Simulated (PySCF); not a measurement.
Consider 2-fluoro-2-methylpropane, `CC(C)(C)F` (C4H9F). Coordinates in Å; atoms count from 1 in this order:
```
C     1.2496    0.0061   -0.7515
C     0.1526   -0.0898    0.2942
C    -0.8503   -1.1823   -0.0329
C    -0.5232    1.2489    0.5335
F     0.7689   -0.4525    1.4945
H     0.8366    0.2867   -1.7315
H     1.9914    0.7623   -0.4557
H     1.7636   -0.9608   -0.8528
H    -1.3828   -0.9603   -0.9693
H    -1.5896   -1.2735    0.7760
H    -0.3379   -2.1491   -0.1435
H     0.2194    1.9981    0.8444
H    -1.0204    1.6080   -0.3795
H    -1.2769    1.1589    1.3292
```

Energies: M06-2X/def2-TZVP (PySCF, density fitting, integration grid level 3) on PBE0-D3(BJ)/def2-SVP structures. Zero-point and thermal terms (298.15 K, 1 bar) come from unscaled PBE0-D3(BJ)/def2-SVP harmonic frequencies, with soft modes damped to free rotors in the entropy.

Question: Rank these bonds by dissociation enthalpy, weakest first.
A. C1–C2
B. C2–F5

Answer: A (377 kJ/mol), B (487 kJ/mol).

Question: For C1–C2, what are ΔE (electronic) and ΔG(298 K) of the homolysis?

Answer: ΔE = 401 and ΔG = 320 kJ/mol, beside ΔH = 377 kJ/mol. The radicals are CH3• and `C[C](C)F`.
